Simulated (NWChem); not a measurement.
# One shape, several levels: [C4H9]+ (SMILES C[C+](C)C)

Aim: a comparison of 5 runs (HF/STO-3G, HF/3-21G, B3LYP/6-31G*, CCSD(T)/3-21G) of [C4H9]+. 

Program for the calculation: NWChem 7.3.0.

### Step 1. The system as given

[C4H9]+ has 13 atoms, charge +1, and is taken as a singlet. As SMILES, `C[C+](C)C`. Geometry: relaxed at PBE0-D4/def2-TZVP.

Bond lengths: C1–C2 1.450 Å, C2–C3 1.451 Å, C2–C4 1.453 Å, C1–H5 1.089 Å, C1–H6 1.093 Å, C1–H7 1.109 Å, C3–H8 1.108 Å, C3–H9 1.088 Å, C3–H10 1.093 Å, C4–H11 1.087 Å, C4–H12 1.105 Å, C4–H13 1.096 Å. Some angles: C1–C2–C3 119.9°, C1–C2–C4 119.7°, C3–C2–C4 120.3°, C2–C1–H5 114.5°, C2–C1–H6 112.6°, C2–C1–H7 103.6°, C2–C3–H8 104.5°, C2–C3–H9 114.3°, C2–C3–H10 112.1°, C2–C4–H11 114.7°.

### Step 2. Energy and gradient at HF/STO-3G (run 1)

Input file mol.nw:

```
start mol
memory 2200 mb
charge 1

geometry units bohr noautosym nocenter noautoz
   C  -1.17257506  2.36782683 -0.70108839
   C   0.03307021  0.00510226 -0.01077144
   C   1.72380817 -0.08976199  2.14635093
   C  -0.49302955 -2.26540368 -1.46151418
   H  -2.78866884  2.16562614 -1.95813421
   H  -1.56639398  3.56610217  0.93428060
   H   0.32106447  3.39300326 -1.75404379
   H   0.63003469 -1.08489177  3.62808519
   H   2.25652197  1.75309893  2.88769049
   H   3.35199620 -1.31543836  1.80563331
   H   0.76515011 -3.84294705 -1.07468725
   H  -2.44568355 -2.80964480 -0.95714628
   H  -0.61567277 -1.84267194 -3.48484395
end

basis "ao basis" spherical bse
   * library STO-3G
end

scf
   thresh 1e-08
   maxiter 80
   print medium
end

task scf gradient
```

On the command line:

```
$ nwchem mol.nw > mol.out
```

Output:

```text
[...]
  functions       =    29
[...]
  wavefunction    = RHF
[...]
         Total SCF energy =   -154.629900564106
      One-electron energy =   -452.574428041716
      Two-electron energy =    170.049234929777
 Nuclear repulsion energy =    127.895292547833
        Time for solution =      3.5s
[...]
                         RHF ENERGY GRADIENTS
    atom               coordinates                        gradient
                 x          y          z           x          y          z
   1 C      -1.172575   2.367827  -0.701088    0.010915  -0.051223   0.016786
   2 C       0.033070   0.005102  -0.010771   -0.002349  -0.000317   0.001056
   3 C       1.723808  -0.089762   2.146351   -0.024884   0.011864  -0.047940
   4 C      -0.493030  -2.265404  -1.461514    0.022954   0.040790   0.028927
   5 H      -2.788669   2.165626  -1.958134   -0.000186   0.001608  -0.003868
   6 H      -1.566394   3.566102   0.934281    0.003019   0.004995   0.001140
   7 H       0.321064   3.393003  -1.754044    0.004320   0.003696  -0.001371
   8 H       0.630035  -1.084892   3.628085   -0.001748  -0.004360   0.003691
   9 H       2.256522   1.753099   2.887690   -0.000782   0.001231   0.003734
  10 H       3.351996  -1.315438   1.805633    0.000625  -0.005247   0.002698
  11 H       0.765150  -3.842947  -1.074687   -0.000712  -0.002922   0.000411
[...]
```

It took 4.8 s on 1 thread of Intel Xeon Platinum 8488C (Sapphire Rapids), shared host; peak memory 0.099 GiB.

### Step 3. Energy and gradient at HF/3-21G (run 2)

Input file input.xyz:

```xyz
13
C4H9
C     -0.620500     1.253000    -0.371000
C      0.017500     0.002700    -0.005700
C      0.912200    -0.047500     1.135800
C     -0.260900    -1.198800    -0.773400
H     -1.475700     1.146000    -1.036200
H     -0.828900     1.887100     0.494400
H      0.169900     1.795500    -0.928200
H      0.333400    -0.574100     1.919900
H      1.194100     0.927700     1.528100
H      1.773800    -0.696100     0.955500
H      0.404900    -2.033600    -0.568700
H     -1.294200    -1.486800    -0.506500
H     -0.325800    -0.975100    -1.844100
```

Input file run.py:

```python
from ase.io import read
from ase.calculators.nwchem import NWChem

molecule = read('input.xyz')

calc = NWChem(
    label='input',
    theory='scf',
    memory='2200 mb',
    basis='3-21G',
    basispar='spherical bse',
    charge=1,
    scf={'nopen': '0', 'rhf': None, 'thresh': '1e-08', 'maxiter': '80'},
)
molecule.calc = calc

forces = molecule.get_forces()
print("Total energy (eV):", round(molecule.get_potential_energy(), 6))
print("forces (eV/A):")
for s, f in zip(molecule.symbols, forces):
    print(f"{s:2s} {f[0]:10.5f} {f[1]:10.5f} {f[2]:10.5f}")
print("dipole (e A):", molecule.get_dipole_moment().round(4))
```

On the command line:

```
$ export ASE_NWCHEM_COMMAND="nwchem PREFIX.nwi > PREFIX.nwo"
$ python run.py
```

Output:

```text
Total energy (eV): -4233.298782
forces (eV/A):
C    -0.10423    0.90683   -0.29403
C     0.09873    0.02324   -0.03245
C     0.37101   -0.29311    0.85299
C    -0.48136   -0.67291   -0.50563
H     0.21808    0.05559    0.28837
H    -0.08325   -0.23119   -0.27228
H    -0.25552   -0.06999    0.05903
H     0.17175    0.19170   -0.09760
H    -0.00884   -0.32833   -0.15967
H    -0.17365    0.31835    0.02669
H    -0.19782    0.27819   -0.11771
H     0.28298   -0.05152   -0.02689
H     0.16208   -0.12686    0.27922
dipole (e A): [-0.0206 -0.0026  0.0054]
```

The calculator wrote input.nwi:

```
title "input"

permanent_dir input

scratch_dir input

start input

geometry units angstrom nocenter noautosym noautoz
  C  -6.2050000000000005e-01 1.2529999999999999e+00 -3.7100000000000000e-01
  C  1.7500000000000002e-02 2.7000000000000001e-03 -5.7000000000000002e-03
  C  9.1220000000000001e-01 -4.7500000000000001e-02 1.1357999999999999e+00
  C  -2.6090000000000002e-01 -1.1988000000000001e+00 -7.7339999999999998e-01
  H  -1.4757000000000000e+00 1.1459999999999999e+00 -1.0362000000000000e+00
  H  -8.2889999999999997e-01 1.8871000000000000e+00 4.9440000000000001e-01
  H  1.6990000000000000e-01 1.7955000000000001e+00 -9.2820000000000003e-01
  H  3.3339999999999997e-01 -5.7410000000000005e-01 1.9198999999999999e+00
  H  1.1940999999999999e+00 9.2769999999999997e-01 1.5281000000000000e+00
  H  1.7738000000000000e+00 -6.9610000000000005e-01 9.5550000000000002e-01
  H  4.0489999999999998e-01 -2.0335999999999999e+00 -5.6869999999999998e-01
  H  -1.2942000000000000e+00 -1.4867999999999999e+00 -5.0649999999999995e-01
  H  -3.2579999999999998e-01 -9.7509999999999997e-01 -1.8441000000000001e+00
end

charge 1

memory 2200 mb

basis spherical bse noprint
   * library 3-21G
end

scf
  nopen 0
  rhf
  thresh 1e-08
  maxiter 80
end

task scf gradient
```

input.nwo:

```text
Northwest Computational Chemistry Package (NWChem) 7.3.0
             --------------------------------------------------------

           Job information
           ---------------

    nwchem branch   = 7.3.0
    use scalapack   = T
    input           = input.nwi
    prefix          = input.
    data base       = input/input.db
    status          = startup
    nproc           =        1

           Memory information
           ------------------

[... 5 lines left out ...]
    hardfail = no
[... 142 lines left out ...]
         Quadratically convergent ROHF
[... 14 lines left out ...]
       Final RHF  results
[... 4 lines left out ...]
      Two-electron energy =    170.085219163169
[... 35 lines left out ...]
                       ROHF Final Molecular Orbital Analysis
[... 247 lines left out ...]
                 ----------------------------------------
                 |  Time  |  1-e(secs)   |  2-e(secs)   |
                 ----------------------------------------
                 |  CPU   |       0.00   |       0.29   |
                 ----------------------------------------
                 |  WALL  |       0.00   |       0.29   |
                 ----------------------------------------

 Task  times  cpu:        3.6s     wall:        3.6s
 Total times  cpu:        3.6s     wall:        3.6s
```

Wall time 5.1 s (1 thread of Intel Xeon Platinum 8488C (Sapphire Rapids), shared host); peak memory 0.098 GiB.

### Step 4. Energy and gradient at B3LYP/6-31G(d) (Cartesian functions) (run 3)

Input file run.py:

```python
from ase import Atoms
from ase.calculators.nwchem import NWChem

mol = Atoms(['C', 'C', 'C', 'C', 'H', 'H', 'H', 'H', 'H', 'H', 'H', 'H', 'H'], positions=[
    [-0.620500, 1.253000, -0.371000],
    [0.017500, 0.002700, -0.005700],
    [0.912200, -0.047500, 1.135800],
    [-0.260900, -1.198800, -0.773400],
    [-1.475700, 1.146000, -1.036200],
    [-0.828900, 1.887100, 0.494400],
    [0.169900, 1.795500, -0.928200],
    [0.333400, -0.574100, 1.919900],
    [1.194100, 0.927700, 1.528100],
    [1.773800, -0.696100, 0.955500],
    [0.404900, -2.033600, -0.568700],
    [-1.294200, -1.486800, -0.506500],
    [-0.325800, -0.975100, -1.844100],
])

calc = NWChem(
    label='input',
    theory='dft',
    memory='2200 mb',
    basis='6-31G*',
    charge=1,
    dft={'xc': 'b3lyp', 'mult': '1', 'grid': 'xfine', 'convergence': 'energy 1e-08', 'iterations': '100', 'mulliken': None, 'print': 'low'},
)
mol.calc = calc

forces = mol.get_forces()
e = mol.get_potential_energy()
print(f"E = {e:.6f} eV")
print("forces (eV/A):")
for s, f in zip(mol.symbols, forces):
    print(f"{s:2s} {f[0]:10.5f} {f[1]:10.5f} {f[2]:10.5f}")
```

On the command line:

```
$ export ASE_NWCHEM_COMMAND="nwchem PREFIX.nwi > PREFIX.nwo"
$ python run.py
```

Output:

```text
E = -4287.251526 eV
forces (eV/A):
C    -0.05821    0.30154   -0.09960
C     0.03728    0.00247   -0.01358
C     0.14110   -0.07446    0.27881
C    -0.14403   -0.23742   -0.15936
H    -0.10809    0.02838   -0.05142
H    -0.07117    0.07713    0.06464
H     0.02299    0.08156   -0.06268
H    -0.00879   -0.02304    0.10696
H     0.06664    0.08459    0.05836
H     0.11832   -0.02679    0.00550
H     0.05986   -0.10511   -0.01414
H    -0.07934   -0.08315    0.00638
H     0.02350   -0.02561   -0.11997
```

The calculator wrote input.nwi:

```
title "input"

permanent_dir input

scratch_dir input

start input

geometry units angstrom nocenter noautosym noautoz
  C  -6.2050000000000005e-01 1.2529999999999999e+00 -3.7100000000000000e-01
  C  1.7500000000000002e-02 2.7000000000000001e-03 -5.7000000000000002e-03
  C  9.1220000000000001e-01 -4.7500000000000001e-02 1.1357999999999999e+00
  C  -2.6090000000000002e-01 -1.1988000000000001e+00 -7.7339999999999998e-01
  H  -1.4757000000000000e+00 1.1459999999999999e+00 -1.0362000000000000e+00
  H  -8.2889999999999997e-01 1.8871000000000000e+00 4.9440000000000001e-01
  H  1.6990000000000000e-01 1.7955000000000001e+00 -9.2820000000000003e-01
  H  3.3339999999999997e-01 -5.7410000000000005e-01 1.9198999999999999e+00
  H  1.1940999999999999e+00 9.2769999999999997e-01 1.5281000000000000e+00
  H  1.7738000000000000e+00 -6.9610000000000005e-01 9.5550000000000002e-01
  H  4.0489999999999998e-01 -2.0335999999999999e+00 -5.6869999999999998e-01
  H  -1.2942000000000000e+00 -1.4867999999999999e+00 -5.0649999999999995e-01
  H  -3.2579999999999998e-01 -9.7509999999999997e-01 -1.8441000000000001e+00
end

charge 1

memory 2200 mb

basis noprint
   * library 6-31G*
end

dft
  xc b3lyp
  mult 1
  grid xfine
  convergence energy 1e-08
  iterations 100
  mulliken
  print low
end

task dft gradient
```

input.nwo:

```text
Northwest Computational Chemistry Package (NWChem) 7.3.0
             --------------------------------------------------------

           Job information
           ---------------

    nwchem branch   = 7.3.0
    use scalapack   = T
    input           = input.nwi
    prefix          = input.
    data base       = input/input.db
    status          = startup
    nproc           =        1

           Memory information
           ------------------

[... 5 lines left out ...]
    hardfail = no
[... 37 lines left out ...]
            Nuclear Dipole moment (a.u.)
[... 96 lines left out ...]
         Total DFT energy =     -157.553588861613
[... 1 line left out ...]
           Coulomb energy =      194.867739165365
[... 1 line left out ...]
 Nuclear repulsion energy =      127.895301748186
[... 29 lines left out ...]
                         DFT ENERGY GRADIENTS

    atom               coordinates                        gradient
                 x          y          z           x          y          z
   1 C      -1.172575   2.367827  -0.701088    0.001132  -0.005864   0.001937
   2 C       0.033070   0.005102  -0.010771   -0.000725  -0.000048   0.000264
   3 C       1.723808  -0.089762   2.146351   -0.002744   0.001448  -0.005422
[... 9 lines of this table left out ...]
  13 H      -0.615673  -1.842672  -3.484844   -0.000457   0.000498   0.002333

 Task  times  cpu:       61.4s     wall:       61.4s
 Total times  cpu:       61.4s     wall:       61.4s
```

Run time: 63 s. Hardware: 1 thread of Intel Xeon Platinum 8488C (Sapphire Rapids), shared host; peak memory 0.16 GiB.

Run 4 isn't shown in full; the table further down has it.

### Step 5. The energy at CCSD(T)/3-21G (run 5)

Input file mymol.xyz:

```xyz
13
C4H9 energy
C     -0.620500     1.253000    -0.371000
C      0.017500     0.002700    -0.005700
C      0.912200    -0.047500     1.135800
C     -0.260900    -1.198800    -0.773400
H     -1.475700     1.146000    -1.036200
H     -0.828900     1.887100     0.494400
H      0.169900     1.795500    -0.928200
H      0.333400    -0.574100     1.919900
H      1.194100     0.927700     1.528100
H      1.773800    -0.696100     0.955500
H      0.404900    -2.033600    -0.568700
H     -1.294200    -1.486800    -0.506500
H     -0.325800    -0.975100    -1.844100
```

Input file mymol.nw:

```
start mymol
title "C4H9 energy"
memory stack 880 mb heap 220 mb global 1100 mb
charge 1

geometry noautosym nocenter noautoz
 load mymol.xyz
end

basis "ao basis" spherical bse
 * library 3-21G
end

scf
 thresh 1e-08
 maxiter 80
 noprint "final vectors analysis"
end

ccsd
 freeze core 4
 maxiter 60
end

task ccsd(t)
```

On the command line:

```
$ nwchem mymol.nw > mymol.out
```

Output:

```text
[...]
  functions       =    54
[...]
  wavefunction    = RHF
[...]
         Total SCF energy =   -155.570862070339
      One-electron energy =   -453.551382981699
      Two-electron energy =    170.085219163174
 Nuclear repulsion energy =    127.895301748186
        Time for solution =      2.9s
[...]
 Total MP2 energy:           -155.918852194191231
[...]
             energy      energy      error      ampl     ampl      Block
                                                time     time      time
[...]
 Total CCSD energy:           -155.968229325014818
[...]
 Total CCSD+T(CCSD) energy:           -155.979145931199582
[...]
 Total CCSD(T) energy:                -155.978592494807003
[...]
```

Run time: 31 s. Hardware: 1 thread of Intel Xeon Platinum 8488C (Sapphire Rapids), shared host; peak memory 0.14 GiB.

### Step 6. Overview of the runs

```
run                               level  Cartesian functions  iteration cap  energy (Eh)  HOMO energy (eV)  LUMO energy (eV)  HOMO–LUMO gap (eV)  wall time
  1                           HF/STO-3G                   no             80  -154.629901            -19.70             -3.03               16.66      4.8 s
  2                            HF/3-21G                   no             80  -155.570862            -20.01             -4.38               15.63      5.1 s
  3  B3LYP/6-31G* (Cartesian functions)                  yes            100  -157.553589                 –                 –                   –       63 s
  4  B3LYP/6-31G* (spherical functions)                   no            100  -157.550558            -16.00             -8.67                7.33       60 s
  5                       CCSD(T)/3-21G                   no             80  -155.978592                 –                 –                   –       31 s
```

### Step 7. Results

```
                                          quantity          value
                               run 5: total energy  -155.97859 Eh
run 5: correlation energy (4 core orbitals frozen)     -407.7 mEh
                             run 5: (T) correction     -10.36 mEh
```

In words: Over runs 1, 2, 4 the HOMO–LUMO gap runs from 7.33 eV (B3LYP/6-31G*) to 16.66 eV (HF/STO-3G). The two ends differ in method and basis. In run 1 the basis is minimal, so the values are rough. All runs together took 2.7 min, the longest 63 s.
